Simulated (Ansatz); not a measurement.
Reaction (SMILES): C=C (C2H4) + 2 [H][H] (H2) → 2 C (CH4)
B3LYP-D3(BJ)/def2-TZVP geometries, fixed; electronic energies without zero-point terms.
Largest species:
```xyz
6

C     -0.0012    -0.0058     0.6623
C      0.0012     0.0058    -0.6623
H      0.0167     0.9104     1.2401
H     -0.0212    -0.9321     1.2238
H      0.0212     0.9321    -1.2238
H     -0.0167    -0.9104    -1.2401
```
Charge 0, spin multiplicity 1.

Basis-set convergence of the energy of full hydrogenation at HF with Ansatz (a program for electronic structure). Cartesian d functions, on some or all atoms, in 6-31+G*; all else is spherical. No added dispersion term, no relativity. Functions are those of the species that has most. Reference: the value in aug-pcseg-3, -60.25 kcal/mol, itself unsure by roughly 0.04 kcal/mol (its mean distance from aug-cc-pVQZ, cc-pV5Z, def2-QZVPPD). Deviations are taken from unrounded values.

| basis | functions | energy of full hydrogenation (kcal/mol) | minus reference (kcal/mol) |
|---|---|---|---|
| 6-31+G* | 46 | -64.11 | -3.86 |
| 6-311+G** | 68 | -61.04 | -0.79 |
| def2-SVPD | 72 | -63.76 | -3.51 |
| aug-cc-pVDZ | 82 | -61.46 | -1.21 |
| 6-311++G(2d,2p) | 94 | -61.14 | -0.89 |
| def2-TZVPD | 110 | -60.02 | 0.23 |
| jun-cc-pV(T+d)Z | 134 | -60.51 | -0.26 |
| def2-TZVPPD | 142 | -60.40 | -0.15 |
| 6-311++G(3df,3pd) | 150 | -60.25 | 0.00 |
| aug-cc-pVTZ | 184 | -60.41 | -0.15 |
| def2-QZVPPD | 258 | -60.21 | 0.04 |
| aug-cc-pVQZ | 344 | -60.19 | 0.06 |

The smallest set listed that lies within 2 kcal/mol of the reference with all its larger relatives (same family, alike in diffuse functions; a set with none counts only in the reference's own line) is 6-311+G** (68 functions, -0.79 kcal/mol off).
